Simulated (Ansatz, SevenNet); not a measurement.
## 2H WS₂: properties by level of theory

Reference values: lattice constant a 3.153 Å (measured, 300 K, no zero-point or thermal correction; as tabulated in arXiv:1605.07067); lattice parameter c 12.323 Å (measured, 300 K, not corrected to a static lattice; as tabulated in arXiv:1605.07067).

```tsv
level (code)	equilibrium lattice constant a (Å)	c axis length (Å)
SevenNet-0	3.188	15.635
rVV10 (Ansatz)	3.214	12.480
r²SCAN+rVV10 (Ansatz)	3.170	12.491
```

Differences from the reference values (errors of the level alone only where the reference is corrected to a static lattice):

| level | lattice constant a (%) | lattice parameter c (%) |
|---|---|---|
| SevenNet-0 | +1.11 | +27 |
| rVV10 | +1.93 | +1.27 |
| r²SCAN+rVV10 | +0.54 | +1.36 |

Nearest: lattice constant a, not ranked (reference at room or unstated temperature); lattice parameter c, not ranked (reference at room or unstated temperature).

Machine-learned potentials (SevenNet-0) are trained on DFT data: a solid inside that data is no test of them.

Caveats: the cell moved over 20 % in volume from its start (SevenNet-0). Ansatz's density-functional and Hartree–Fock values are scalar-relativistic unless marked +SOC, with PAW data made under PBE.

Differences are worked out from the printed values.

Static lattice: no zero-point or thermal effects.

Ansatz is an electronic-structure program.
